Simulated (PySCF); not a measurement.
Molecular orbitals of NaO⁺

LDA at R = 2.528 Å; basis Na 6-311G(d,p), O 6-311G(d,p); no relativity; PySCF 2.14. State: ³Σ⁻ (triplet), unpaired electrons π ↑↑. Only the outer orbitals are listed, counted within each symmetry.

```csv
spin,orbital,occ.,ε (eV),on Na (%),main shells (%)
α,1π,1,-35.82,100,100 Na p
α,1π,1,-35.82,100,100 Na p
α,4σ,1,-35.79,100,100 Na p
α,5σ,1,-30.77,0,100 O s
α,2π,1,-16.69,0,100 O p
α,2π,1,-16.69,0,100 O p
α,6σ,1,-15.16,3,97 O p
α,7σ,0,-6.82,99,99 Na s
α,3π,0,-4.11,99,99 Na p
α,3π,0,-4.11,99,99 Na p
β,1π,1,-35.82,100,100 Na p
β,1π,1,-35.82,100,100 Na p
β,4σ,1,-35.80,100,100 Na p
β,5σ,1,-27.46,1,99 O s
β,6σ,1,-13.40,5,95 O p
β,2π,0,-12.81,1,99 O p
β,2π,0,-12.81,1,99 O p
β,7σ,0,-6.73,98,98 Na s
```

Which are the highest filled and the lowest empty level, where do they sit, and how wide is the gap?

Highest filled β 6σ at -13.40 eV (in %: 95 O p); lowest empty β 2π at -12.81 eV (in %: 99 O p); the gap at LDA is 0.59 eV.

- bond order (Mayer): 0.18
- ⟨S²⟩: 2.004
- charge on Na (Mulliken, basis-dependent): 0.91
- charge on Na (Löwdin, basis-dependent): 0.79
- dipole moment (positive dipole points towards O; it is taken about the centre of mass and depends on that origin): -4.32 D
- polarisability along the bond: 6.6 bohr³
- polarisability across the bond: 3.9 bohr³

The state is the lowest determinant that a PBE0 search found; another state may lie lower at other levels.
